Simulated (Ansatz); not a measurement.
Input (CCSDT(Q)/cc-pVTZ; Ansatz, a quantum-chemistry and plane-wave program):

Ansatz 0.2 input:
```yaml
crystal:
  periodic: [false, false, false]
  atoms:
    - {symbol: O, position_ang: [0.13599357, 0.55950266, -0.34160035]}
    - {symbol: O, position_ang: [-0.15958912, -0.65619836, 0.39793467]}
    - {symbol: H, position_ang: [1.05373037, 0.81572862, -0.07966861]}
    - {symbol: H, position_ang: [-0.34774107, -1.27257644, -0.34513535]}
    - {symbol: H, position_ang: [-0.51722487, 1.23041339, -0.02587059]}
basis:
  gaussian:
    orbitals: cc-pVTZ
total_charge: 1
magnetization: {spin_polarized: false}
correlation: {method: ccsdt_q, electrons: outside_noble_gas}
```

Output:

```
Functional definition: HF
integrals: 0.18 GiB planned
1365 factors; integrals over basis functions are off by at most 1.8e-7 eV
mean field: 0.26 GiB planned
mean field evaluation 1: about -4108.8626 eV, gradient 4.3e1 eV
mean field evaluation 2: about -4108.8663 eV, gradient 4.3e1 eV
mean field evaluation 4: about -4111.8861 eV, gradient 2.4e0 eV
mean field evaluation 8: about -4111.9109 eV, gradient 1.8e-1 eV
mean field evaluation 16: about -4111.9021 eV, gradient 1.2e0 eV
mean field -4111.91104442 eV, -151.1099437290 hartree, gradient 2.8e-6 eV, S^2 0.000000; 0 other end points of the search recorded, 0 dependent functions left out
2 core orbitals not correlated
reference -4111.91104442 eV, -151.1099437290 hartree; 7, 7 occupied and 93, 93 virtual orbitals, 1365 factors
second order -13.30473232 eV of doubles, -0.00000000 eV of singles
coupled cluster: 2.58 GiB planned
cycle   1  -13.23670180 eV  change    6.8e-2 eV  update   8.2e-2
cycle   2  -13.83824235 eV  change   -6.0e-1 eV  update   3.8e-2
cycle   3  -14.17491108 eV  change   -3.4e-1 eV  update   1.6e-2
cycle   4  -14.12526341 eV  change    5.0e-2 eV  update   4.9e-3
cycle   5  -14.10820101 eV  change    1.7e-2 eV  update   2.6e-3
cycle   6  -14.11722753 eV  change   -9.0e-3 eV  update   8.5e-4
cycle   7  -14.11889769 eV  change   -1.7e-3 eV  update   4.4e-4
cycle   8  -14.11791354 eV  change    9.8e-4 eV  update   1.7e-4
cycle   9  -14.11765628 eV  change    2.6e-4 eV  update   8.7e-5
cycle  10  -14.11781555 eV  change   -1.6e-4 eV  update   2.8e-5
cycle  11  -14.11776335 eV  change    5.2e-5 eV  update   1.1e-5
cycle  12  -14.11778235 eV  change   -1.9e-5 eV  update   5.7e-6
cycle  13  -14.11779128 eV  change   -8.9e-6 eV  update   2.6e-6
cycle  14  -14.11778963 eV  change    1.7e-6 eV  update   1.3e-6
perturbative correction -0.03052529 eV, -0.0011217839 hartree
Total energy: -4126.05935934 eV, -151.6298847123 hartree
```
